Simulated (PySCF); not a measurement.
# Oxygen: a sound run and one with changed settings

Sound run: O [He] 2s2 2p4, O+ [He] 2s2 2p3. All numbers are calculated (PySCF 2.14, no relativity, point nucleus, in 6-31G* (3s2p1d, 14 functions)). The sound run starts from symmetry-adapted Hartree-Fock orbitals and uses a fine grid where one is needed.

Changed run: 26 angular points. This setting is unsound on purpose.

| species | method | sound run (hartree) | changed run (hartree) | converged |
| --- | --- | --- | --- | --- |
| O | UHF | -74.78318 | -74.78318 | yes |
| O | r2SCAN | -75.02240 | -75.02442 | yes |
| O | PBE0 | -74.98386 | -74.98332 | yes |
| O+ | UHF | -74.34108 | -74.34108 | yes |
| O+ | r2SCAN | -74.52150 | -74.52150 | yes |
| O+ | PBE0 | -74.47896 | -74.47896 | yes |

Ionisation energy of O:

```tsv
method	sound run (eV)	changed run (eV)
UHF	12.030	12.030
r2SCAN	13.630	13.685
PBE0	13.739	13.724
```

A coarse angular grid integrates products of high-l functions wrongly, so density functionals can shift, and the SCF can exploit the error; Hartree-Fock and MP2 need no grid.

For comparison, NIST gives 13.618 eV between the lowest levels.
